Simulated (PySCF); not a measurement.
First SCF of a structure search on quartet P₃, at a hand-made equilateral triangle geometry. PySCF input:

```python
from pyscf import gto, scf, dft
mol = gto.M(atom='''
P      0.640870    -1.110010     0.000000
P     -1.281720     0.000010     0.000000
P      0.640850     1.110010     0.000000''',
    basis={'P': 'def2-TZVP'},
    charge=0, spin=3)
mf = dft.UKS(mol, xc='PBE0')
mf.grids.atom_grid = (50, 194)
aux = {'P': 'def2-universal-JKFIT'}
mf = mf.density_fit(auxbasis=aux)
mf.conv_tol = 1e-08
mf.diis_space = 10
mf.max_cycle = 60
mf.init_guess = 'minao'
mf.verbose = 4
mf.kernel()
```

Excerpt of the output (cycles alone):

```
init E= -1023.77831896495
cycle= 1 E= -1023.59051790012  delta_E= 0.188  |g|= 0.149  |ddm|= 1.36
cycle= 2 E= -1023.59672604512  delta_E= -0.00621  |g|= 0.0845  |ddm|= 0.195
cycle= 3 E= -1023.59832018322  delta_E= -0.00159  |g|= 0.0499  |ddm|= 0.115
cycle= 4 E= -1023.60008537527  delta_E= -0.00177  |g|= 0.0141  |ddm|= 0.0619
cycle= 5 E= -1023.60024502602  delta_E= -0.00016  |g|= 0.00544  |ddm|= 0.0194
cycle= 6 E= -1023.60026611657  delta_E= -2.11e-05  |g|= 0.000949  |ddm|= 0.00607
cycle= 7 E= -1023.60026738717  delta_E= -1.27e-06  |g|= 0.000239  |ddm|= 0.00186
cycle= 8 E= -1023.60026748537  delta_E= -9.82e-08  |g|= 0.000174  |ddm|= 0.000622
cycle= 9 E= -1023.60026750168  delta_E= -1.63e-08  |g|= 0.000135  |ddm|= 0.000308
cycle= 10 E= -1023.6002675172  delta_E= -1.55e-08  |g|= 1.8e-05  |ddm|= 0.000167
cycle= 11 E= -1023.60026751762  delta_E= -4.19e-10  |g|= 4.8e-06  |ddm|= 3.91e-05
Extra cycle  E= -1023.60026751763  delta_E= -1.75e-11  |g|= 4.4e-06  |ddm|= 1.12e-05
converged SCF energy = -1023.60026751763  <S^2> = 3.768512  2S+1 = 4.0092453
```

No lower solution of this spin was found from smeared starts or by a stability analysis within the unrestricted form.

The search for the lowest solution, 3 starts and the stability check together, took 15 s on 4 threads of a shared Arm Neoverse V1 host, with 111 basis functions; the process peaked at 0.44 GiB.
